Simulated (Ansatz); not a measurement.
We consider fcc Ni, described by HSE06-D3(BJ) (PAW; Ansatz, a first-principles code).

Run with plane-wave cutoff 460 eV, 16×16×16 k mesh, Fermi–Dirac smearing 0.05 eV, spin-polarised with parallel moments, scalar-relativistic PAW data made under PBE.

Response to compression and expansion:

```json
[
 {"V (Å³/atom)": "9.794", "P (GPa)": "12.12", "moment (μB per cell of 1 atoms)": "0.81"},
 {"V (Å³/atom)": "10.052", "P (GPa)": "5.36", "moment (μB per cell of 1 atoms)": "0.82"},
 {"V (Å³/atom)": "10.423", "P (GPa)": "-2.43", "moment (μB per cell of 1 atoms)": "0.86"},
 {"V (Å³/atom)": "10.568", "P (GPa)": "-4.64", "moment (μB per cell of 1 atoms)": "0.90"},
 {"V (Å³/atom)": "10.825", "P (GPa)": "-8.71", "moment (μB per cell of 1 atoms)": "0.92"}
]
```
